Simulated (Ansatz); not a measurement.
Cost and result up the ladder for Si3H5 (8 atoms). The state is a doublet with charge 0. Geometry: PBE0-D4/def2-TZVP.

Cartesian coordinates in Å:
```
Si -0.581 -0.734 -1.719
Si 0.002 1.156 1.578
Si 0.770 -0.149 -0.051
H -1.957 -1.151 -1.344
H 0.955 1.504 2.664
H 2.162 0.163 -0.474
H -1.344 0.828 2.115
H -0.008 -1.616 -2.769
```

Ansatz on 4 threads of AMD EPYC 7B13 on a shared host. Times are rough, and most runs start from the orbitals of an earlier one. No level here is sound enough to serve as a yardstick. Binding counts from free atoms at the same level (Si triplet, H doublet; other spins of the atoms weren't run), without zero-point energy or a counterpoise term.

Correlated methods freeze 15 core orbitals. In CCSD on the charge 0 doublet the largest single amplitude is 0.16, so its Hartree–Fock determinant may place the open shell otherwise than the density functionals do. Another isomer (doublet) lies 0.53 eV lower at PBE0-D4/def2-TZVP; other spin states weren't run for this one.

Correlated methods converge slowly with the basis.

| level | functions | wall time | binding energy per atom (eV) | remarks |
| --- | --- | --- | --- | --- |
| BLYP-D4/def2-TZVP | 141 | 1.2 s | 2.71 | – |
| revPBE-D4/def2-TZVP | 141 | 1.3 s | 2.69 | – |
| PBE-D4/def2-TZVP (with forces) | 141 | 1.4 s | 2.72 | – |
| PBE0-D4/def2-TZVP | 141 | 2.1 s | 2.71 | spin-contaminated (⟨S²⟩ 0.87) |
| r2SCAN-D4/def2-TZVP | 141 | 2.7 s | 2.76 | spin-contaminated (⟨S²⟩ 0.89) |
| CCSD(T)/def2-TZVPP | 196 | 3.3 min | 2.64 | spin-contaminated (⟨S²⟩ 1.24) |
